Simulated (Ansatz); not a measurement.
Abstraction of F: C2HF + SiH3 → C2H + SiH3F

Species: C2HF (fluoroacetylene) `C#CF`, singlet; SiH3 (silyl radical) `[SiH3]`, doublet; C2H `[C]#C`, doublet; SiH3F `F[SiH3]`, singlet. A radical takes F: the energy is the difference in strength between the C–F bond broken and the Si–F bond made.

Shapes, held fixed at every level: PBE0-D4/def2-TZVP. Programs: Ansatz 0.2.0. The zero-point and thermal change to 298 K, harmonic and unscaled (PBE0-D4/def2-TZVP), is +0.6 kJ/mol.

```csv
level,kind,ΔH(298 K) (kJ/mol),CPU time (sum over the molecules)
HF/def2-TZVPP,Hartree–Fock,-138.3,–
PBE-D4/def2-TZVPP,GGA,-37.1,9.3 s
r2SCAN-D4/def2-TZVPP,meta-GGA,-68.5,17 s
B3LYP-D4/def2-TZVPP,global hybrid,-64.1,9.3 s
PBE0-D4/def2-TZVPP,global hybrid,-50.2,17 s
r2SCAN0-D4/def2-TZVPP,global hybrid,-74.2,14 s
wB97M-V/def2-TZVPP,range-separated hybrid,-68.0,36 s
B2PLYP/def2-TZVPP,double hybrid,-73.4,19 s
```

B2PLYP/def2-TZVPP gives ΔH(298 K) = -73.4 kJ/mol; the levels span -138.3 to -37.1. The median of the levels is -68.3. No measured value is set beside it here. Spin contamination: C2H (⟨S²⟩ up to 1.11). Open shells run unrestricted unless RO is named. Times are processor times on shared x86 and Arm servers, and rough.
